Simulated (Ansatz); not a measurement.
# Worked example: ideal-gas entropy of O2 (oxygen)

A linear triplet with charge 0, relaxed at UPBE0-D4/def2-TZVP (Ansatz 0.2.0):

```xyz
2

O     0.5096   -0.1649    0.2624
O    -0.5096    0.1649   -0.2624
```

Harmonic wavenumbers in cm⁻¹: 1714.

Masses in u: O 15.999. Take T = 298.15 K, p = 1 bar, R = 8.3145 J/(mol K), kT/hc = 207.22 cm⁻¹, rigid rotor and harmonic oscillator.

Task: Compute the standard molar entropy.

Result: 
1. Translation (Sackur–Tetrode): S = R[3/2 ln M + 5/2 ln T − 1.1517] with M = 31.998 gives 152.1 J/(mol K).
2. Rotation: the moment of inertia is 11.383 u Å², so B = 16.8576/I = 1.481 cm⁻¹; σ = 2; q = kT/(σhcB) = 70.0; S = R(ln q + 1) = 43.6.
3. Vibration: with u = ν̃/207.22, each mode gives R[u/(eᵘ − 1) − ln(1 − e⁻ᵘ)]; the sum is 0.0.
4. Electronic: R ln 3 = 9.1, from the spin multiplicity alone.
5. Sum: 152.1 + 43.6 + 0.0 + 9.1 = 204.8 J/(mol K).

No measured value is set beside it here.
